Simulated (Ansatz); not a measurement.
Relaxation of C2H3O2 (7 atoms, charge 0, multiplicity 2), to a largest force component of 0.02 eV/Å in at most 50 steps.

These are results of UKS PBE0-D4/STO-3G (Ansatz 0.2.0), not measurements.

```xyz
7
Properties=species:S:1:pos:R:3
C -0.699 0.868 -0.069
O 0.522 0.488 0.248
C 0.723 -0.848 0.080
O 0.052 -1.697 -0.299
H -0.329 -0.908 -0.200
H -0.898 1.987 0.050
H 1.824 -1.050 0.391
```

Where does it end, and by what steps?

The run converged. Limits of this set-up: minimal basis. After 14 steps the energy has fallen by 10.585 eV; H5 moved furthest, 1.23 Å. The start is strongly strained (largest force component 32 eV/Å), so its close contacts needn't be bonds. Parted: C3–H5, O4–H5. Joined: C1–H5.

| step | energy less start (eV) | largest force component (eV/Å) | accepted |
| --- | --- | --- | --- |
| 0 | 0.0000 | 32.321 | yes |
| 1 | -6.2229 | 8.673 | yes |
| 2 | -8.0551 | 3.229 | yes |
| 3 | -8.6669 | 3.718 | yes |
| 4 | -9.1911 | 2.344 | yes |
| 5 | -9.7595 | 2.356 | yes |
| 6 | -10.0608 | 2.566 | yes |
| 7 | -10.4083 | 2.338 | yes |
| 8 | -10.4834 | 2.304 | yes |
| 9 | -10.5649 | 0.626 | yes |
| 10 | -10.5526 | 0.802 | no |
| 11 | -10.5842 | 0.089 | yes |
| 12 | -10.5828 | 0.212 | no |
| 13 | -10.5848 | 0.024 | yes |
| 14 | -10.5849 | 0.009 | yes |

```xyz
7
Properties=species:S:1:pos:R:3
C -0.619 0.693 -0.220
O 0.680 0.439 0.246
C 1.040 -0.940 0.164
O 0.293 -1.847 -0.231
H -1.297 -0.162 -0.347
H -0.996 1.680 0.067
H 2.095 -1.022 0.522
```

Whether the end is a true minimum wasn't checked by a vibrational analysis.

Run time: 18 s on 1 thread of Intel(R) Xeon(R) Platinum 8488C (Sapphire Rapids), on a shared host, peak memory 0.13 GiB.
